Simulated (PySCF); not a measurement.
# NaSi: one state, many levels of theory

State: ⁴Σ⁻ (quartet), unpaired electrons σ ↑, π ↑↑. Set-up: PySCF, spin-free X2C with a Gaussian nucleus, basis sets Na jorge-DZP-DKH, Si jorge-DZP-DKH. De refers to Na + Si in their high-spin ground configurations, without counterpoise correction. The functionals are run spin-unrestricted. A positive dipole means Na(−)Si(+).

| Level | Re (Å) | ωe (cm⁻¹) | De (eV) | μ (D) |
| --- | --- | --- | --- | --- |
| UHF | 2.744 | 255 | 0.90 | -8.27 |
| UHF-MP2 | 2.721 | 263 | 1.30 | n/a |
| UHF-SCS-MP2 | 2.725 | 262 | 1.15 | n/a |
| UHF-CCSD | 2.723 | 261 | 1.25 | n/a |
| UHF-CCSD(T) | 2.723 | 261 | 1.28 | n/a |
| PBE | 2.724 | 245 | 1.44 | -6.52 |
| PW91 | 2.720 | 246 | 1.47 | -6.58 |
| r²SCAN | 2.717 | 254 | 1.55 | -7.36 |
| PBE0 | 2.708 | 254 | 1.41 | -7.16 |
| r²SCAN0 | 2.707 | 259 | 1.50 | -7.62 |
| B97-3 | 2.709 | 258 | 1.34 | -7.60 |
| HSE06 | 2.710 | 253 | 1.40 | -7.11 |

Which functional lies closest to UHF-CCSD(T) in De, which farthest, and by how much do they differ from it?

Closest is B97-3 (-1.4 pm in Re, -1.1 % in ωe, +0.06 eV in De against UHF-CCSD(T) in the same basis), farthest r²SCAN (-0.6 pm in Re, -2.7 % in ωe, +0.27 eV in De). CCSD(T) converges more slowly with the basis than the functionals do and binds too weakly in this one, so the order can change at the basis-set limit.

What does a quarter of exact exchange do here, going from PBE to PBE0?

PBE0 less PBE: -1.6 pm in Re, +3.7 % in ωe, -0.03 eV in De. Exact exchange removes part of the self-interaction that spreads semilocal densities, and in most molecules shortens and stiffens the bond and lowers De; so it does here.

What does the step from GGA to meta-GGA do here, going from PBE to r²SCAN?

r²SCAN less PBE: -0.7 pm in Re, +3.7 % in ωe, +0.11 eV in De. 

Correlated steps freeze 6 core orbitals. Correlated levels converge slowly with the basis: in double zeta they bind strong bonds too weakly, by up to about 1 eV, and carry superposition errors of some tenths. The state is the lowest determinant that a PBE0 search found; another state may lie lower at other levels.

The whole job (state search and all levels along the bond) took about 1.9 min on 1 thread of Arm Neoverse V1 (shared host), peak memory 0.58 GiB.
